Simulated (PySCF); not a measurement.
Atom-mapped SMILES (the numbers label the heavy atoms): `[F:1][P@TB1:2]([F:3])([F:4])([F:5])[F:6]`.

[PySCF 2.14.0 with density-fitted response routines: shielding tensors at PBE0/pcSseg-1 (GIAO); geometry: GFN2-xTB; gas phase; no relativistic terms; one averaged value for each set of equivalent atoms; single conformer]

Referencing at the same level of theory: CFCl3 for 19F (σref 170.95); 31P (σref 318.38) against H3PO4.

| atoms | nucleus | count | Hirshfeld charge | δ (ppm) |
| --- | --- | --- | --- | --- |
| P2 | 31P | 1 | 0.65 | -54.8 |
| F6 | 19F | 1 | -0.17 | ? |
| F3/F4/F5 | 19F | 3 | -0.10 | -66.0 |
| F1 | 19F | 1 | -0.17 | ? |

Fill in the missing shifts.

## Answers


- F6: -60.1 ppm, fluorine bonded to P
- F1: -60.1 ppm, fluorine bonded to P

Unscaled 19F shifts against computed CFCl3 carry errors that often reach 10 to 50 ppm. Experimental scales use liquid or dissolved standards, which lie at an offset from isolated H3PO4.
